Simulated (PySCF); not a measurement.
SMILES C=C=C (C3H4) (B3LYP/def2-SVP optimised geometry):

```
7

C      1.310     0.000     0.000
C      0.000     0.000     0.000
C     -1.309     0.000     0.000
H      1.880     0.224     0.909
H      1.880    -0.223    -0.909
H     -1.879    -0.909     0.224
H     -1.880     0.909    -0.223
```

Computed with B3LYP/def2-TZVP (PySCF 2.14.0).

Task: What are the frontier orbital energies and the dipole moment?

Result: HOMO-2 -12.16 eV, HOMO-1 -7.48 eV, HOMO -7.48 eV, LUMO -0.02 eV, LUMO+1 -0.02 eV; dipole moment 0.00 D.

On the same geometry PBE/def2-TZVP in PySCF gives HOMO-2 -10.82 eV, HOMO-1 -6.53 eV, HOMO -6.53 eV, LUMO -0.78 eV, LUMO+1 -0.78 eV; dipole moment 0.00 D.

Meta-Löwdin charges at B3LYP/def2-TZVP: C1 -0.30, C2 0.05, C3 -0.30, H4 0.14, H5 0.14, H6 0.14, H7 0.14.
